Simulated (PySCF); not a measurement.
Bonds (- single, = double, # triple, : aromatic): C1-O2, O2-C3, C3:C4, C4:C5, C5:C6, C6:C7, C7:C8, C8:C3. C1 carries H9, H10, H11; C4 carries H12; C5 carries H13; C6 carries H14; C7 carries H15; C8 carries H16.

Geometry: PBE0-D3(BJ)/def2-TZVP; GIAO shifts from PySCF 2.14, gas phase, non-relativistic, averaged over equivalent atoms.

At PBE0/pcSseg-2 (400 basis functions, 2.4 min wall time (4.7 min CPU) on 2 threads of an Intel Xeon, shared host):
| atoms | δ (ppm) |
| --- | --- |
| C3 | 171.0 |
| C5/C7 | 139.3 |
| C6 | 128.5 |
| C4/C8 | 121.1 |
| C1 | 56.8 |
| O2 | 99.0 |
| H13/H15 | 7.63 |
| H14 | 7.23 |
| H12/H16 | 7.17 |
| H9/H10/H11 | 3.77 |

δ = σ(ref) − σ, references computed at the same level: $^{13}$C (186.03 ppm), $^{1}$H (31.52 ppm) vs TMS; $^{17}$O (329.54 ppm) against H2O.

Question: Estimate the result of repeating the calculation with B97-2/pcSseg-2.

Answer: 
| atoms | δ at B97-2/pcSseg-2 | change |
| --- | --- | --- |
| C3 | 167.9 | -3.1 |
| C5/C7 | 136.3 | -3.0 |
| C6 | 125.7 | -2.8 |
| C4/C8 | 118.5 | -2.6 |
| C1 | 56.7 | -0.1 |
| O2 | 98.1 | -0.9 |
| H13/H15 | 7.55 | -0.08 |
| H14 | 7.16 | -0.07 |
| H12/H16 | 7.11 | -0.06 |
| H9/H10/H11 | 3.76 | -0.01 |

Chemical shifts δ = σref − σ; TMS for $^{13}$C (σ = 185.38 ppm), $^{1}$H (σ = 31.64 ppm); H2O for $^{17}$O (σ = 327.66 ppm), all at this level.

The largest change is at C3 (aromatic carbon bearing oxygen). Cost: 400 basis functions, 2.2 min wall time (4.4 min CPU) on 2 threads of an Intel Xeon, shared host. The order of the carbon signals is the same at both levels.

The carbons averaged at δ 121.1 differ by 10 ppm in this conformer. Experimental scales use liquid or dissolved standards, which lie at an offset from isolated H2O (liquid H2O: subtract about 36 ppm).
